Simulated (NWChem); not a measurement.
All runs are NWChem calculations. System: H₄N₂, charge 0, spin multiplicity 1, at a geometry optimised with PBE0/def2-SVP. Level: RHF/cc-pVDZ, spin-restricted.

Job file:

```
start mol
memory heap 200 mb stack 900 mb global 1100 mb
geometry units angstroms nocenter noautoz noautosym
  N      0.174524    -0.679407     0.073847
  N     -0.174524     0.679407     0.073847
  H     -0.645840    -1.230559     0.313751
  H      0.512208    -1.012036    -0.830680
  H      0.645840     1.230559     0.313751
  H     -0.512208     1.012036    -0.830680
end
basis spherical
  * library cc-pvdz
end
scf
  rhf
  nopen 0
  maxiter 100
  thresh 1e-7
  semidirect memsize 60000000 filesize 0
end
task scf energy
```

NWChem printed:

```
             Northwest Computational Chemistry Package (NWChem) 7.3.0
             --------------------------------------------------------

                                NWChem Input Module
                                -------------------

 Scaling coordinates for geometry "geometry" by  1.889725989
 (inverse scale =  0.529177249)

                             Geometry "geometry" -> ""
                             -------------------------

 Output coordinates in angstroms (scale by  1.889725989 to convert to a.u.)

  No.       Tag          Charge          X              Y              Z
 ---- ---------------- ---------- -------------- -------------- --------------
    1 N                    7.0000     0.17452400    -0.67940700     0.07384700
    2 N                    7.0000    -0.17452400     0.67940700     0.07384700
    3 H                    1.0000    -0.64584000    -1.23055900     0.31375100
    4 H                    1.0000     0.51220800    -1.01203600    -0.83068000
    5 H                    1.0000     0.64584000     1.23055900     0.31375100
    6 H                    1.0000    -0.51220800     1.01203600    -0.83068000

 Effective nuclear repulsion energy (a.u.)      41.8840186951

            Nuclear Dipole moment (a.u.)
            ----------------------------
        X                 Y               Z
 ---------------- ---------------- ----------------
     0.0000000000    -0.0000000000     0.0000000000


 Summary of "ao basis" -> "" (spherical)
 ------------------------------------------------------------------------------
       Tag                 Description            Shells   Functions and Types
 ---------------- ------------------------------  ------  ---------------------
 *                          cc-pvdz                   on all atoms

 Summary of "ao basis" -> "ao basis" (spherical)
 ------------------------------------------------------------------------------
       Tag                 Description            Shells   Functions and Types
 ---------------- ------------------------------  ------  ---------------------
 N                          cc-pvdz                  6       14   3s2p1d
[...]
     7      0.284934  1 N  px                21     -0.284934  2 N  px
     6      0.190266  1 N  pz                20      0.190266  2 N  pz
     9      0.182854  1 N  pz                23      0.182854  2 N  pz
     3      0.165823  1 N  s                 17      0.165823  2 N  s

 Vector   10  Occ=0.000000D+00  E= 1.868370D-01
              MO Center=  1.1D-13, -1.1D-12, -7.3D-01, r^2= 4.3D+00
   Bfn.  Coefficient  Atom+Function         Bfn.  Coefficient  Atom+Function
  ----- ------------  ---------------      ----- ------------  ---------------
     3      0.922941  1 N  s                 17      0.922941  2 N  s
    35     -0.829518  4 H  s                 45     -0.829518  6 H  s
    30     -0.447462  3 H  s                 40     -0.447462  5 H  s
     8     -0.242205  1 N  py                22      0.242205  2 N  py
     9     -0.225438  1 N  pz                23     -0.225438  2 N  pz

 Vector   11  Occ=0.000000D+00  E= 2.163269D-01
              MO Center= -8.0D-14,  9.2D-13, -1.3D-01, r^2= 5.5D+00
   Bfn.  Coefficient  Atom+Function         Bfn.  Coefficient  Atom+Function
  ----- ------------  ---------------      ----- ------------  ---------------
     3      0.970992  1 N  s                 17     -0.970992  2 N  s
    30     -0.910117  3 H  s                 40      0.910117  5 H  s
    35     -0.666288  4 H  s                 45      0.666288  6 H  s
     7     -0.209081  1 N  px                21     -0.209081  2 N  px
     8     -0.180284  1 N  py                22     -0.180284  2 N  py

 Vector   12  Occ=0.000000D+00  E= 2.623907D-01
              MO Center= -3.6D-13, -2.6D-12, -3.9D-02, r^2= 5.4D+00
   Bfn.  Coefficient  Atom+Function         Bfn.  Coefficient  Atom+Function
  ----- ------------  ---------------      ----- ------------  ---------------
    30      1.195314  3 H  s                 40      1.195314  5 H  s
    35     -0.856242  4 H  s                 45     -0.856242  6 H  s
     7      0.493618  1 N  px                21     -0.493618  2 N  px
     9     -0.365629  1 N  pz                23     -0.365629  2 N  pz
     3     -0.224813  1 N  s                 17     -0.224813  2 N  s

 center of mass
 --------------
 x =   0.00000000 y =   0.00000000 z =   0.06053160

 moments of inertia (a.u.)
 ------------------
          70.540334366006           9.869348338501           0.000000000000
           9.869348338501          14.040455588333           0.000000000000
           0.000000000000           0.000000000000          72.373937361131

  Mulliken analysis of the total density
  --------------------------------------

    Atom       Charge   Shell Charges
 -----------   ------   -------------------------------------------------------
    1 N    7     7.21   2.00  0.75  0.65  2.34  1.42  0.05
    2 N    7     7.21   2.00  0.75  0.65  2.34  1.42  0.05
    3 H    1     0.89   0.73  0.10  0.05
    4 H    1     0.91   0.74  0.12  0.05
    5 H    1     0.89   0.73  0.10  0.05
    6 H    1     0.91   0.74  0.12  0.05

       Multipole analysis of the density wrt the origin
       ------------------------------------------------

     L   x y z        total         open         nuclear
     -   - - -        -----         ----         -------
     0   0 0 0     -0.000000      0.000000     18.000000

     1   1 0 0     -0.000000      0.000000      0.000000
     1   0 1 0     -0.000000      0.000000     -0.000000
     1   0 0 1     -0.787450      0.000000      0.000000

     2   2 0 0     -9.838845      0.000000      6.375612
     2   1 1 0      1.738298      0.000000     -3.954157
     2   1 0 1      0.000000      0.000000      0.000000
     2   0 2 0     -8.287286      0.000000     41.207578
     2   0 1 1     -0.000000      0.000000      0.000000
     2   0 0 2     -9.421619      0.000000      5.903988

 Task  times  cpu:        0.4s     wall:        0.4s

 Total times  cpu:        0.4s     wall:        0.4s
```
